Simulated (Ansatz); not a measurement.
Mulliken charges of C₃H₃NS (`C#CC(=N)S`) from r2SCAN/def2-TZVPP in Ansatz (PBE0-D4/def2-TZVP geometry).

```
atom   x (Å)   y (Å)   z (Å)  charge (e)
  C1   1.167  -0.419   1.358       0.126
  C2   0.461  -0.108   0.437      -0.259
  C3  -0.368   0.272  -0.666      -0.005
  N4  -0.036   1.059  -1.603      -0.310
  S5  -1.987  -0.426  -0.707      -0.066
  H6   1.798  -0.690   2.172       0.244
  H7   0.916   1.395  -1.469       0.162
  H8  -1.859  -1.139   0.422       0.109
```

Question: By hand: the dipole of these point charges (1 e Å = 4.8032 D).

Answer: Σ q r = (0.556, -0.393, 0.943) e Å, of length 1.163 e Å = 5.59 D.

Question: How does the dipole of the full density compare? (An estimate is asked.)

Answer: Computed: (0.292, -0.234, 0.535) e Å, 3.14 D; the point charges give 1.78 times that, at 2° from its direction.

Point charges leave out the atoms' own dipoles, such as those of lone pairs, and Mulliken's split depends on the basis, so the two needn't agree.
